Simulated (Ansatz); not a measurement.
Total energies of Mg₂S⁺ (the lowest doublet isomer of a short search) from Ansatz at PBE-D4/def2-TZVP, gas phase (1 Eh = 27.2114 eV = 2625.5 kJ/mol). The reference geometry is relaxed at PBE0-D4/def2-TZVP.

Cartesian coordinates in Å:
```
Mg 1.4573 -1.2379 0.6160
Mg -1.7809 0.6061 -0.7047
S 0.3236 0.6318 0.0888
```

```csv
state,geometry,energy (Eh)
charge 1 doublet,reference,-797.74773
charge 0 triplet,reference,-797.97999
charge 1 quartet,relaxed at PBE0-D4/def2-TZVP,-797.68640
```

Question: Work out the vertical electron affinity, to the triplet.

Answer: E(charge 1 doublet) − E(charge 0 triplet) = -797.74773 − (-797.97999) = 0.23226 Eh = 6.32 eV.

Question: Which of the charge 1 states is lowest, and how far above it are the others?

Answer: The doublet. quartet: -797.68640 − (-797.74773) = 0.06133 Eh = 161.0 kJ/mol.

The structure comes from a short search, and lower isomers may exist.
